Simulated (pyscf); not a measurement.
PySCF, gas phase, ωB97X-D3(BJ)/def2-SVP geometries.

### Question
Estimate the classical barrier height and the reaction energy of AgH + hydrogen fluoride (HF) → F–Ag + hydrogen (H₂) at ωB97M-D3(BJ)/def2-TZVP. The step runs on the singlet surface, breaks Ag–H, F–H and forms Ag–F, H–H; take the separated reactants as zero.

### Answer
ΔE‡ = 14.6 kcal/mol, ΔE = +6.0 kcal/mol. Zero-point energy shifts the barrier by +0.1 kcal/mol. It is a four-centre exchange, with an imaginary mode of 928i cm⁻¹. On the reactant side the descent ends in a complex, 6.6 kcal/mol under the separated species and 19.1 kcal/mol under the saddle at ωB97X-D3(BJ)/def2-TZVP. The reactants may also form a dative adduct at AgH; it and routes through it were not searched. The products may also form a dative adduct at F–Ag; it and routes through it were not searched. At the saddle there is also a short Ag–H contact that neither side keeps. At ωB97X-D3(BJ)/def2-TZVP the barrier from the zero used here is 12.5 kcal/mol. This is the saddle that the search found; another between the same sides may lie lower. Elements past Kr carry the def2 core potentials, without spin-orbit coupling.
